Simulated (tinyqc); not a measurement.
RHF in the sto-3g basis, for HF, spin multiplicity 1, step by step. One step of it, computed by the program tinyqc.

Problem. Orthogonalisation. S = U s U^T; symmetric (Loewdin) form X = U s^(-1/2) U^T, so that X^T S X = 1.

overlap S, lower triangle:
```
           1F 1s     1F 2s    1F 2px    1F 2py    1F 2pz     2H 1s
1F 1s   1.000000
1F 2s   0.237990  1.000000
1F 2px  0.000000  0.000000  1.000000
1F 2py  0.000000  0.000000  0.000000  1.000000
1F 2pz  0.000000  0.000000  0.000000  0.000000  1.000000
2H 1s   0.028534  0.310459  0.000000  0.000000  0.265393  1.000000
```

Give: eigenvalues of S; X.

Solution.

eigenvalues of S: 0.5594  0.8484  1.0000  1.0000  1.1288  1.4635

X, lower triangle:
```
          1F 1s    1F 2s  1F 2px  1F 2py   1F 2pz   2H 1s
1F 1s    1.0228
1F 2s   -0.1283   1.0655
1F 2px   0.0000   0.0000  1.0000
1F 2py   0.0000   0.0000  0.0000  1.0000
1F 2pz  -0.0040   0.0362  0.0000  0.0000   1.0302
2H 1s    0.0165  -0.1777  0.0000  0.0000  -0.1488  1.0721
```
